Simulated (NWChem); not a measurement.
# One shape, several levels: CH3O− (SMILES C[O-])

We compute a comparison of 6 runs (HF/3-21G, TPSSh/6-31G*, B3LYP/6-31G*, PBE0/def2-SVP, MP2/6-31G*, CCSD(T)/cc-pVDZ) of CH3O−. 

The results are computed with NWChem 7.3.0.

## 1. The system as given

CH3O− has 5 atoms, charge -1, and is taken as a singlet. SMILES: `C[O-]`. The shape is that of a PBE0-D4/def2-TZVPD optimisation.

Bond lengths: C1–O2 1.328 Å, C1–H3 1.137 Å, C1–H4 1.137 Å, C1–H5 1.137 Å. Angles: O2–C1–H3 115.8°, O2–C1–H4 115.8°, O2–C1–H5 115.8°, H3–C1–H4 102.5°, H3–C1–H5 102.5°, H4–C1–H5 102.5°.

## 2. Energy and forces at HF/3-21G (run 1)

The input, run.py:

```python
from ase import Atoms
from ase.calculators.nwchem import NWChem

atoms = Atoms(['C', 'O', 'H', 'H', 'H'], positions=[
    [0.023600, -0.019000, -0.005800],
    [1.039000, -0.838200, -0.254900],
    [-1.013900, -0.475800, -0.098000],
    [-0.049300, 0.896000, -0.677200],
    [0.000600, 0.437000, 1.035800],
])

calc = NWChem(
    label='geom',
    theory='scf',
    memory='2200 mb',
    basis='3-21G',
    basispar='spherical bse',
    charge=-1,
    scf={'nopen': '0', 'rhf': None, 'thresh': '1e-08', 'maxiter': '80', 'print': 'low'},
)
atoms.calc = calc

forces = atoms.get_forces()
e = atoms.get_potential_energy()
print(f"E = {e:.6f} eV")
print("forces (eV/A):")
for s, f in zip(atoms.symbols, forces):
    print(f"{s:2s} {f[0]:10.5f} {f[1]:10.5f} {f[2]:10.5f}")
```

The run is started by

```
$ export ASE_NWCHEM_COMMAND="nwchem PREFIX.nwi > PREFIX.nwo"
$ python run.py
```

Standard output:

```text
E = -3094.583025 eV
forces (eV/A):
C    -0.08433    0.06525    0.02026
O     0.77241   -0.62267   -0.18928
H    -0.09739    0.33769    0.09349
H    -0.29033    0.06464    0.20764
H    -0.30030    0.15509   -0.13215
```

The calculator wrote geom.nwi:

```
title "geom"

permanent_dir geom

scratch_dir geom

start geom

geometry units angstrom nocenter noautosym noautoz
  C  2.3599999999999999e-02 -1.9000000000000000e-02 -5.7999999999999996e-03
  O  1.0389999999999999e+00 -8.3819999999999995e-01 -2.5490000000000002e-01
  H  -1.0139000000000000e+00 -4.7580000000000000e-01 -9.8000000000000004e-02
  H  -4.9299999999999997e-02 8.9600000000000002e-01 -6.7720000000000002e-01
  H  5.9999999999999995e-04 4.3700000000000000e-01 1.0358000000000001e+00
end

charge -1

memory 2200 mb

basis spherical bse noprint
   * library 3-21G
end

scf
  nopen 0
  rhf
  thresh 1e-08
  maxiter 80
  print low
end

task scf gradient
```

geom.nwo:

```text
Northwest Computational Chemistry Package (NWChem) 7.3.0
             --------------------------------------------------------

           Job information
           ---------------

    nwchem branch   = 7.3.0
    use scalapack   = T
    input           = geom.nwi
    prefix          = geom.
    data base       = geom/geom.db
    status          = startup
    nproc           =        1

           Memory information
           ------------------

[... 5 lines left out ...]
    hardfail = no
[... 103 lines left out ...]
       Final RHF  results
[... 3 lines left out ...]
      One-electron energy =   -229.543872778028
[... 1 line left out ...]
 Nuclear repulsion energy =     34.468967637273
[... 6 lines left out ...]
                         RHF ENERGY GRADIENTS

    atom               coordinates                        gradient
                 x          y          z           x          y          z
   1 C       0.044598  -0.035905  -0.010960    0.001640  -0.001269  -0.000394
   2 O       1.963425  -1.583968  -0.481691   -0.015021   0.012109   0.003681
   3 H      -1.915993  -0.899132  -0.185193    0.001894  -0.006567  -0.001818
   4 H      -0.093163   1.693194  -1.279722    0.005646  -0.001257  -0.004038
   5 H       0.001134   0.825810   1.957378    0.005840  -0.003016   0.002570

 Task  times  cpu:        0.2s     wall:        0.2s
 Total times  cpu:        0.2s     wall:        0.2s
```

It took 1.2 s on 1 thread of Intel Xeon Platinum 8488C (Sapphire Rapids), shared host; peak memory 0.098 GiB.

## 3. Energy and gradient at TPSSh/6-31G(d) (spherical functions) (run 2)

The input, geom.xyz:

```xyz
5

C      0.023600    -0.019000    -0.005800
O      1.039000    -0.838200    -0.254900
H     -1.013900    -0.475800    -0.098000
H     -0.049300     0.896000    -0.677200
H      0.000600     0.437000     1.035800
```

The input, run.py:

```python
from ase.io import read
from ase.calculators.nwchem import NWChem

system = read('geom.xyz')

calc = NWChem(
    label='geom',
    theory='dft',
    memory='2200 mb',
    basis='6-31G*',
    basispar='spherical bse',
    charge=-1,
    dft={'xc': 'xctpssh', 'mult': '1', 'grid': 'xfine', 'convergence': 'energy 1e-08', 'iterations': '100', 'mulliken': None},
)
system.calc = calc

forces = system.get_forces()
e = system.get_potential_energy()
print(f"E = {e:.6f} eV")
print("forces (eV/A):")
for s, f in zip(system.symbols, forces):
    print(f"{s:2s} {f[0]:10.5f} {f[1]:10.5f} {f[2]:10.5f}")
print("dipole (e A):", system.get_dipole_moment().round(4))
```

The run is started by

```
$ export ASE_NWCHEM_COMMAND="nwchem PREFIX.nwi > PREFIX.nwo"
$ python run.py
```

Standard output:

```text
E = -3131.165766 eV
forces (eV/A):
C     1.22333   -0.98972   -0.30046
O    -0.16260    0.13164    0.04006
H    -0.58606    0.01717    0.02180
H    -0.24616    0.50203   -0.18399
H    -0.22852    0.33892    0.42259
dipole (e A): [-0.6712  0.5416  0.1647]
```

The calculator wrote geom.nwi:

```
title "geom"

permanent_dir geom

scratch_dir geom

start geom

geometry units angstrom nocenter noautosym noautoz
  C  2.3599999999999999e-02 -1.9000000000000000e-02 -5.7999999999999996e-03
  O  1.0389999999999999e+00 -8.3819999999999995e-01 -2.5490000000000002e-01
  H  -1.0139000000000000e+00 -4.7580000000000000e-01 -9.8000000000000004e-02
  H  -4.9299999999999997e-02 8.9600000000000002e-01 -6.7720000000000002e-01
  H  5.9999999999999995e-04 4.3700000000000000e-01 1.0358000000000001e+00
end

charge -1

memory 2200 mb

basis spherical bse noprint
   * library 6-31G*
end

dft
  xc xctpssh
  mult 1
  grid xfine
  convergence energy 1e-08
  iterations 100
  mulliken
end

task dft gradient
```

geom.nwo:

```text
Northwest Computational Chemistry Package (NWChem) 7.3.0
             --------------------------------------------------------

           Job information
           ---------------

    nwchem branch   = 7.3.0
    use scalapack   = T
    input           = geom.nwi
    prefix          = geom.
    data base       = geom/geom.db
    status          = startup
    nproc           =        1

           Memory information
           ------------------

[... 5 lines left out ...]
    hardfail = no
[... 97 lines left out ...]
  convergence criterion.
[... 40 lines left out ...]
          Spatial weights used:  Erf1
[... 34 lines left out ...]
 1-e energy   =    -236.265821
[... 43 lines left out ...]
           Coulomb energy =       96.177247142172
[... 309 lines left out ...]
          Convergence on density requested:  1.00D-05
[... 26 lines left out ...]
          total energy or number of iterations.
[... 36 lines left out ...]
                 ----------------------------------------
                 |  Time  |  1-e(secs)   |  2-e(secs)   |
                 ----------------------------------------
                 |  CPU   |       0.00   |       0.26   |
                 ----------------------------------------
                 |  WALL  |       0.00   |       0.26   |
                 ----------------------------------------

 Task  times  cpu:        8.1s     wall:        8.1s
 Total times  cpu:        8.1s     wall:        8.1s
```

Wall time 9.3 s (1 thread of Intel Xeon Platinum 8488C (Sapphire Rapids), shared host); peak memory 0.12 GiB.

Runs 3 to 5 aren't shown in full; the table further down has their settings and results.

## 4. A single-point energy at CCSD(T)/cc-pVDZ (run 6)

The input, run.nw:

```
start run
title "CH3O energy"
memory 2200 mb
charge -1

geometry units angstrom noautosym nocenter noautoz
  C        0.023600      -0.019000      -0.005800
  O        1.039000      -0.838200      -0.254900
  H       -1.013900      -0.475800      -0.098000
  H       -0.049300       0.896000      -0.677200
  H        0.000600       0.437000       1.035800
end

basis spherical bse
  * library cc-pVDZ
end

scf
  thresh 1e-08
  maxiter 80
end

ccsd
  freeze core 2
  maxiter 60
end

task ccsd(t)
```

The run is started by

```
$ nwchem run.nw > run.out
```

Standard output:

```text
[...]
  functions       =    43
[...]
  wavefunction    = RHF
[...]
         Total SCF energy =   -114.393249399790
      One-electron energy =   -230.195067794397
      Two-electron energy =     81.332850757334
 Nuclear repulsion energy =     34.468967637273
        Time for solution =      1.9s
[...]
 Total MP2 energy:           -114.735752400851794
[...]
             energy      energy      error      ampl     ampl      Block
                                                time     time      time
[...]
 Total CCSD energy:           -114.756506361489500
[...]
 Total CCSD+T(CCSD) energy:           -114.766283518667791
[...]
 Total CCSD(T) energy:                -114.765415246454467
[...]
```

It took 8.7 s on 1 thread of Intel Xeon Platinum 8488C (Sapphire Rapids), shared host; peak memory 0.11 GiB.

## 5. All runs side by side

| run | level | iteration cap | module | energy (Eh) | largest force (eV/Å) | wall time |
| --- | --- | --- | --- | --- | --- | --- |
| 1 | HF/3-21G | 80 | scf | -113.723829 | 1.010 | 1.2 s |
| 2 | TPSSh/6-31G* (spherical functions) | 100 | dft | -115.068220 | 1.602 | 9.3 s |
| 3 | B3LYP/6-31G* (Cartesian functions) | 100 | dft | -115.070773 | 1.592 | 6.6 s |
| 4 | PBE0/def2-SVP | 100 | dft | -114.854063 | 2.727 | 7.5 s |
| 5 | MP2/6-31G* (spherical functions) | 80 | mp2 | -114.697413 | 0.747 | 2.6 s |
| 6 | CCSD(T)/cc-pVDZ | 80 | ccsd(t) | -114.765415 | – | 8.7 s |

## 6. Outcome

| quantity | value |
| --- | --- |
| run 6: total energy | -114.76542 Eh |
| run 6: HOMO energy (Hartree–Fock orbitals) | -1.91 eV |
| run 6: LUMO energy (Hartree–Fock orbitals) | 10.85 eV |
| run 6: HOMO–LUMO gap (to an unbound level, set by the basis) | 12.75 eV |
| run 6: correlation energy (2 core orbitals frozen) | -372.2 mEh |
| run 6: (T) correction | -8.91 mEh |

**Reading.** Totals of different functionals can't be ranked against each other. In run 2 the HOMO lies above zero, so the outermost electron may be held by the basis alone. All runs together took 36 s, the longest 9.3 s.
